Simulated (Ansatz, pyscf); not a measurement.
HO–PH₂ + H atom (H•) → PH₂• + water (H₂O), a substitution at O on the doublet surface: O–P broken, H–O formed. Structures and frequencies: ωB97X-D3(BJ)/def2-SVP in PySCF. Wave-function energies: Ansatz (a quantum-chemistry and plane-wave program), frozen core, RHF or UHF references. In kcal/mol, from the separated reactants.

```
level                   barrier  reaction energy
----------------------  -------  ---------------
PBE0-D3(BJ)/def2-TZVP     11.99           -29.04
B3LYP-D3(BJ)/def2-TZVP     9.22           -31.00
CCSD(T)/cc-pV(D+d)Z       16.59           -35.28
CCSDT(Q)/cc-pV(D+d)Z        ___              ___
CCSD(T)/cc-pV(T+d)Z       17.25           -32.35
CCSD(T)/cc-pV(Q+d)Z         ___           -31.81
```

Question: Fill in the missing entries.

Answer: 
- CCSDT(Q)/cc-pV(D+d)Z, barrier: 16.15
- CCSDT(Q)/cc-pV(D+d)Z, reaction energy: -35.24
- CCSD(T)/cc-pV(Q+d)Z, barrier: 16.75

In cc-pV(D+d)Z, going from CCSD(T) to CCSDT(Q) shifts the barrier by -0.44 and the reaction energy by +0.04 kcal/mol. With HF in the quadruple-zeta basis and the correlation energy extrapolated as X⁻³ from X = 3, 4, CCSD(T) gives 16.74 and -31.31; adding the double-zeta shift gives ΔE‡ = 16.31 and ΔE = -31.27 kcal/mol, without core correlation, relativity or geometry relaxation at these levels. The same reactants have a lower exit, to •O–PH₂ + H₂ (barrier +9.13 kcal/mol at ωB97M-D3(BJ)/def2-TZVP, against +16.19 kcal/mol here). This is the saddle that the search found; another between the same sides may lie lower. The angle at the attacked O is 150°.
